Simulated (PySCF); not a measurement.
CH3 (charge -1).
SMILES with atom numbers: `[CH3-:1]` (hydrogens: H2, H3, H4 on C1)

Cartesian coordinates in Å at the PBE0-D3(BJ)/def2-SVP level; atoms count from 1:
```xyz
4
CH3 angstrom
C     -0.011    0.019    0.395
H      0.955    0.318   -0.122
H     -0.189   -0.986   -0.102
H     -0.745    0.654   -0.194
```

Theory: PBE0-D3(BJ)/def2-SVP geometry optimisation, gas phase (PySCF 2.14.0).

Masses are those of the commonest isotopes; rigid-rotor values at the optimised geometry. 

**Question.** What are A, B and C (MHz)?

**Answer.** Ia = 2.21, Ib = 2.21, Ic = 3.03 u·Å²; 505379 MHz·u·Å²/I gives A = 228961, B = 228959, C = 166616 MHz.

**Question.** Classify the top.

**Answer.** An oblate symmetric top, as the point group C3v requires two equal moments; the computed ones differ by 0.00 % because the geometry is symmetric only within the optimiser's tolerance; Ray's κ = 1.000.

**Question.** What does the inertial defect say?

**Answer.** Not planar: Δ = Ic − Ia − Ib = -1.38 u·Å². For a rigid frame Δ = −2 Σ m c², so Σ m c² = 0.69 u·Å² lies off the ab plane: 0.55 from hydrogen and 0.14 from heavier atoms. The atom farthest from that plane is 0.43 Å away.

**Question.** Where do the R-branch lines fall?

**Answer.** The dipole of 1.47 D (about the centre of mass, as the species is charged) lies along the symmetry axis, so ΔK = 0 and J+1 ← J falls at 2B(J+1) for every K: 457.92 GHz, 915.84 GHz, 1373.76 GHz, 1831.68 GHz, 2289.60 GHz for J = 0 to 4.

No PBE0-D3(BJ)/def2-SVP frequencies stand behind this structure, so it isn't proved a minimum. The geometry's basis has no diffuse functions, a weakness for an anion. Constants of a rigid frame at the computed geometry: no zero-point averaging, no centrifugal distortion.

On one thread, Intel Xeon Platinum 8488C (x86_64) (shared host), this took 1.1 s wall and 0.24 GiB of memory at its peak. That covers the optimisation of the geometry.
